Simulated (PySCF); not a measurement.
CHO, SMILES [CH]=O (connectivity only; charge and spin as stated), charge +1, multiplicity 1.

The structure is a stationary point at r2SCAN-D4/def2-TZVPD. The isomer is the one that the SMILES or the coordinates give; other isomers of the formula were not compared.

Two levels are set side by side: PBE/def2-TZVPD (PySCF) and ωB97X/def2-TZVPD (PySCF). Same geometry, gas phase. Differences are taken from unrounded values.

```csv
quantity,ωB97X
orbital gap (eV),17.88
highest occupied level (eV),-25.43
lowest empty level (eV),-7.54
mean polarisability (bohr³),9.7
```

Question: What does PBE give, and how far is it from ωB97X? (The exact figures need the calculation; the answer reports its results.)

Answer: 
| quantity | PBE | PBE minus ωB97X |
|---|---|---|
| orbital gap (eV) | 9.74 | -8.14 |
| highest occupied level (eV) | -21.21 | 4.21 |
| lowest empty level (eV) | -11.47 | -3.93 |
| mean polarisability (bohr³) | 9.8 | 0.1 |

PBE's occupied levels lie high since its potential decays too fast outside the molecule; exact exchange lowers them and widens the gap. Differences between two approximate levels are no errors against the true value.

Rough cost on one machine, each run with all the roots and properties that it gave: ωB97X against PBE within a factor of 2.
